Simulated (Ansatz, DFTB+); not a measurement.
**Elastic constant C12 of diamond-structure Si: levels of theory against measurement**

Reference value: 64.9 GPa (measured, low temperature, no zero-point or thermal correction; as tabulated in Tanner et al. (2021), arXiv:2110.11888).

```tsv
level (code)	value (GPa)	cell (Å³/atom)	difference (%)
DFTB cp2k-nonscc (DFTB+)	90.2	19.81	+39
LDA (Ansatz)	64.3	19.70	-0.9
PBE (Ansatz)	56.7	20.46	-12.6
r²SCAN (Ansatz)	61.6	20.17	-5.1
r²SCAN0 (Ansatz)	65.8	19.97	+1.4
```

Nearest, and too close to rank with a margin of 5.0 % (twice that across the reference) picked here for doubts on the reference and the settings, and for temperature and zero-point motion: LDA (-0.9 %), r²SCAN0 (+1.4 %), r²SCAN (-5.1 %). DFTB cp2k-nonscc (+39 %) misses by most. Within 20 %: LDA, PBE, r²SCAN, r²SCAN0. The least costly first-principles kind among them: DFT without exact exchange (LDA, PBE, r²SCAN).

The measured value isn't corrected to a static lattice, so vibrations enter the comparison.  DFTB cp2k-nonscc: this tight-binding set is not self-consistent in the charges. Each level is taken at its own relaxed cell. Cutoffs and k meshes differ between the levels. Ansatz's density-functional and Hartree–Fock values are scalar-relativistic unless marked +SOC, with PAW data made under PBE.

Differences are worked out from the printed values.

Ansatz is a first-principles code.
